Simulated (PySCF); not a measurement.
Structure problem from calculated spectra and properties.

Elements present: C, H and O. Monoisotopic mass: 31.0189 u (electron mass counted); charge -1.

| Property | Result |
| --- | --- |
| 1H NMR | chemical shifts (computed TMS as zero) by class: 6.81 (3 H) ppm [GIAO PBE0/pcSseg-1] |
| Rotational structure | rotational constants A, B, C: 154.020, 29.178, 29.178 GHz [GFN2-xTB] |
| 13C NMR | chemical shifts (computed TMS as zero) by class: 77.0 (1 C) ppm [GIAO PBE0/pcSseg-1] |
| NMR, other nuclei | isotropic shieldings of nuclei other than C and H, by class: 256 (1 O) ppm [GIAO PBE0/pcSseg-1] |
| Couplings | largest of the computed one-bond spin–spin couplings (means over like bonds): 13C–1H +118.7 (×3), 17O–13C +35.0 Hz [B3LYP/pcJ-1] |

Gas-phase values; electronic properties from PySCF, density fitting. Levels stand in brackets. Isolated species at its GFN2-xTB geometry, gas phase. The HOMO energy is positive, so at this level the finite basis confines the outermost electrons. No diffuse functions stand in pcJ-1 and pcSseg-1, which bears on an anion's orbital energies. NMR classes are plain means over equivalent atoms (diastereotopic ones count apart unless rotation or inversion swaps them), as if these changed places fast.

Question: Which formula fits the mass and the elements?

Answer: CH3O (calculated 31.0189). No other formula that holds each of these elements comes within 0.0003 u with a fitting electron parity and a possible valence count.

Question: What is the compound? Reason from the data.

Answer: The one carbon: sp3 carbon bound to oxygen (77.0 ppm). All hydrogens form one class (6.81 ppm): methyl hydrogen. The other shieldings belong to: 256 ppm, alkoxide oxygen. The couplings run between: +118.7 Hz, sp3 carbon bound to oxygen and its hydrogen (with 2 like pairs); +35.0 Hz, alkoxide oxygen and sp3 carbon bound to oxygen. The optimised geometry has point group C3v and is a prolate symmetric top. Structure: `C[O-]`.
